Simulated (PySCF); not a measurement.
# Calculated NMR parameters of formic anhydride

```
Formula                               : C2H2O3
SMILES                                : O=COC=O
InChI                                 : InChI=1S/C2H2O3/c3-1-5-2-4/h1-2H
Point group of the computed structure : C2
Degrees of unsaturation               : 2
Carbon signals                        : 1
Proton signals                        : 1
```

Atom-mapped SMILES (the numbers label the heavy atoms): `[O:1]=[CH:2][O:3][CH:4]=[O:5]`; H(Xn) means a hydrogen on atom n.

Computed data (PySCF 2.14.0 with density-fitted response routines): GIAO CAM-B3LYP/pcSseg-2 shieldings, J couplings at B3LYP/pcJ-1, geometry from PBE0-D3(BJ)/def2-SVP. One computed conformer, rapidly exchanging positions averaged, relativity neglected, isolated molecule.

δ = σ(ref) − σ, references computed at the same level: 1H (σ = 31.34 ppm) and 13C (σ = 182.55 ppm) against TMS; 17O (σ = 329.76 ppm) against H2O.

| carbon | δC, type | δH (multiplicity, J in Hz) | HMBC from (abs. J ≥ 3 Hz) | span of the C tensor (ppm) |
| --- | --- | --- | --- | --- |
| C2/C4 | 163.2, CH | 7.95 (s) | H(C2)/H(C4) | 200 |

Other nuclei:
| atoms | nucleus | environment | δ (ppm) | σ (ppm) |
| --- | --- | --- | --- | --- |
| O1/O5 | 17O | ester carbonyl oxygen | 500.8 | -171.0 |
| O3 | 17O | ester alkoxy oxygen | 314.2 | 15.6 |

Selected couplings (Hz, signed; the shortest-range and largest first, 30 at most; isotopes 13C, 1H): 1J(C2,H(C2)) 249.4.

- Carbon types of the structure: 2 × CH, which accounts for all hydrogens.
- δC 163.2: anhydride carbonyl carbon; it is a carbonyl in resonance with an O or N lone pair, the region of acids, esters and amides.
- δH 7.95: hydrogen on an anhydride carbonyl carbon.

Shifts are as computed, not scaled to solution data. Of 1211 compounds with measured shifts, 218 miss one by over three times the rms of a fit or turn the order of signals round; such compounds aren't used in these exercises. Unscaled 17O shifts of doubly bonded oxygen tend to come out too high, by tens of ppm or more. Experimental scales use liquid or dissolved standards, which lie at an offset from isolated H2O (liquid H2O: subtract about 36 ppm).
